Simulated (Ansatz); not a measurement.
**NH₂Cl (triplet): from Hartree-Fock to the top rungs at distance Cl1–H2 along a hydrogen transfer = 1.518 Å, cc-pVDZ**

Aim: climb from Hartree-Fock through coupled cluster and multireference methods for NH₂Cl (triplet) at one geometry and basis, and see what each rung misses.

Method: cc-pVDZ, core rule «outside noble gas», up to 6 orbitals frozen; program: Ansatz 0.2.0, Gaussian basis.

The runs, in order: UHF; CCSD(T) on ROHF; CCSD(T) on UHF; BCCD(T) on ROHF; CISD; CCSDT(Q) on ROHF; CCSDT(Q) on UHF; CASSCF and MRCISD+Q, 4 electrons in 4 orbitals; CASSCF and NEVPT2, 4 electrons in 4 orbitals; CASSCF and MRCISD+Q, 14 electrons in 10 orbitals; CASSCF and NEVPT2, 14 electrons in 10 orbitals.

5 further runs of the same task are left out: 5 that didn't finish.

## 1. What is computed

The geometry derives from fragments relaxed apart (PBE0/def2-TZVP) and kept rigid, so it is no stationary point. A hydrogen atom is moved between rigid fragments.

4 atoms, charge 0, spin multiplicity 3.

Atoms are counted from 1 here; the program's logs count them from 0.

Bond lengths: Cl1–H2 1.518 Å, H2–N3 1.135 Å, N3–H4 1.040 Å. Angles: Cl1–H2–N3 180.0°, H2–N3–H4 105.0°.

## 2. UHF

in.yaml reads:

```yaml
crystal:
  periodic: [false, false, false]
  atoms:
    - {symbol: Cl, position_ang: [-0.808832, 0.019664, 0.000000]}
    - {symbol: H, position_ang: [0.709168, 0.019664, 0.000000]}
    - {symbol: N, position_ang: [1.844168, 0.019664, 0.000000]}
    - {symbol: H, position_ang: [2.113249, -0.984563, 0.000000]}
basis:
  gaussian: {orbitals: cc-pVDZ}
magnetization: {spin_polarized: true, initial_magnetization: 2}
hamiltonian: {xc: hf}
output: {orbitals: {seedname: orbitals}}
```

Started as:

```bash
> ansatz run in.yaml --threads 1 --pin off --events-out ev --progress --plain --max-ram 2393MiB
```

After this run come: CCSD(T) on ROHF; CCSD(T) on UHF; BCCD(T) on ROHF; CISD; CCSDT(Q) on ROHF; CCSDT(Q) on UHF; CASSCF and MRCISD+Q, 4 electrons in 4 orbitals; CASSCF and NEVPT2, 4 electrons in 4 orbitals; CASSCF and MRCISD+Q, 14 electrons in 10 orbitals; CASSCF and NEVPT2, 14 electrons in 10 orbitals.

Q: Predict the results of all the runs planned. Wanted: UCCSDT(Q) below the RHF energy; RMP2 from UCCSDT(Q); UMP2 from UCCSDT(Q); RCCSD from UCCSDT(Q); RCCSD(T) from UCCSDT(Q); UCCSD(T) from UCCSDT(Q); RCCSDT(Q) from UCCSDT(Q); NEVPT2 pair from UCCSDT(Q); MRCISD+Q pair from UCCSDT(Q).

As calculated:

```
                         quantity                                                                     value
   UCCSDT(Q) below the RHF energy                                                                -8.9526 eV
              RMP2 from UCCSDT(Q)                                                               +1139.1 meV
              UMP2 from UCCSDT(Q)                                                               +1155.0 meV
             RCCSD from UCCSDT(Q)                                                                +232.3 meV
          RCCSD(T) from UCCSDT(Q)                                                                 +40.8 meV
          UCCSD(T) from UCCSDT(Q)                                                                 +39.4 meV
         RCCSDT(Q) from UCCSDT(Q)                                                                  +1.3 meV
       NEVPT2 pair from UCCSDT(Q)                                                               +1064.4 meV
     MRCISD+Q pair from UCCSDT(Q)                                                                 +85.1 meV
    NEVPT2 valence from UCCSDT(Q)                                                               +1430.5 meV
levels within 1 kcal/mol (43 meV)  RCCSD(T), UCCSD(T), BCCD(T), RCCSDT, UCCSDT, RCCSDT(Q), MRCISD+Q valence
                    T1 diagnostic                                                                     0.039
   effectively unpaired electrons                                                                      2.01
```

**Reading.** RCCSD(T) lands +40.8 meV from the yardstick (0.5 % of the correlation energy). One determinant dominates. Of the multireference levels listed MRCISD+Q valence comes nearest in total energy (+39.2 meV), which doesn't show that its space is the better one. These misses are within one basis, not against nature; the frozen cores of restricted and unrestricted runs differ, which can shift their rows.
